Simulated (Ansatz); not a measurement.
# AlPH (doublet): wave-function methods side by side at distance Al1–P2 = 1.733 Å, 6-31G

How much of the correlation energy of AlPH (doublet) does each wave-function method recover here?

Program: Ansatz 0.2.0, Gaussian basis. Level of theory: 6-31G, core rule «outside noble gas», up to 10 orbitals frozen. These are calculated values, not measurements.

The runs, in order: UHF; CCSD(T) on ROHF; CCSD(T) on UHF; BCCD(T) on ROHF; CISD; CCSDT(Q) on ROHF; CCSDT(Q) on UHF; CISDTQ; CCSDTQ on ROHF; CASSCF and MRCISD+Q, 3 electrons in 3 orbitals; CASSCF and NEVPT2, 3 electrons in 3 orbitals; CASSCF and MRCISD+Q, 9 electrons in 9 orbitals; CASSCF and MRCISD+Q(relaxed), 9 electrons in 9 orbitals; CASSCF and NEVPT2, 9 electrons in 9 orbitals; Full CI.

24 further runs of the same task are left out: 22 that didn't finish, 2 set aside as unsound or not needed.

## Step 1: The geometry

The geometry derives from a PBE0/def2-TZVP stationary point (not a proven minimum). One bond is set to the value named and the two fragments are kept rigid.

3 atoms, charge 0, spin multiplicity 2.

Atoms are counted from 1 here; the program's logs count them from 0.

Bond lengths: Al1–P2 1.733 Å, Al1–H3 1.581 Å. Angles: P2–Al1–H3 180.0°.

## Step 2: UHF

in.yaml

```yaml
crystal:
  periodic: [false, false, false]
  atoms:
    - {symbol: Al, position_ang: [0.000000, 0.000000, 0.050533]}
    - {symbol: P, position_ang: [0.000000, 0.000000, -1.682467]}
    - {symbol: H, position_ang: [0.000000, 0.000000, 1.631933]}
basis:
  gaussian: {orbitals: 6-31G}
magnetization: {spin_polarized: true, initial_magnetization: 1}
hamiltonian: {xc: hf}
output: {orbitals: {seedname: orbitals}}
```

On the command line:

```sh
$ ansatz run in.yaml --threads 1 --pin off --events-out ev --progress --plain --max-ram 2393MiB
```

After this run come: CCSD(T) on ROHF; CCSD(T) on UHF; BCCD(T) on ROHF; CISD; CCSDT(Q) on ROHF; CCSDT(Q) on UHF; CISDTQ; CCSDTQ on ROHF; CASSCF and MRCISD+Q, 3 electrons in 3 orbitals; CASSCF and NEVPT2, 3 electrons in 3 orbitals; CASSCF and MRCISD+Q, 9 electrons in 9 orbitals; CASSCF and MRCISD+Q(relaxed), 9 electrons in 9 orbitals; CASSCF and NEVPT2, 9 electrons in 9 orbitals; Full CI.

Before running them: what should the planned runs give, taken together? Wanted: FCI below the RHF energy; RMP2 from FCI; UMP2 from FCI; RCCSD from FCI; RCCSD(T) from FCI; UCCSD(T) from FCI; RCCSDT(Q) from FCI; UCCSDT(Q) from FCI; MRCISD+Q pair from FCI.

The runs gave:

| quantity | value |
| --- | --- |
| FCI below the RHF energy | -2.4959 eV |
| RMP2 from FCI | +587.1 meV |
| UMP2 from FCI | +585.1 meV |
| RCCSD from FCI | +89.0 meV |
| RCCSD(T) from FCI | +22.6 meV |
| UCCSD(T) from FCI | +22.6 meV |
| RCCSDT(Q) from FCI | +0.5 meV |
| UCCSDT(Q) from FCI | -0.3 meV |
| MRCISD+Q pair from FCI | +17.5 meV |
| NEVPT2 valence from FCI | +238.1 meV |
| MRCISD+Q valence from FCI | +4.8 meV |
| levels within 1 kcal/mol (43 meV) | RCCSD(T), UCCSD(T), BCCD(T), RCCSDT, UCCSDT, CISDTQ, RCCSDT(Q), UCCSDT(Q), RCCSDTQ, MRCISD+Q pair, MRCISD valence, MRCISD+Q valence, MRCISD+Q(relaxed) valence |
| T1 diagnostic | 0.021 |
| effectively unpaired electrons | 1.05 |

In words: RCCSD(T) misses by +22.6 meV, 0.9 % of the correlation energy. One determinant dominates. Of the multireference levels listed MRCISD+Q(relaxed) valence comes nearest in total energy (-0.2 meV), which doesn't show that its space is the better one. These misses are within one basis, not against nature; the frozen cores of restricted and unrestricted runs differ, which can shift their rows.
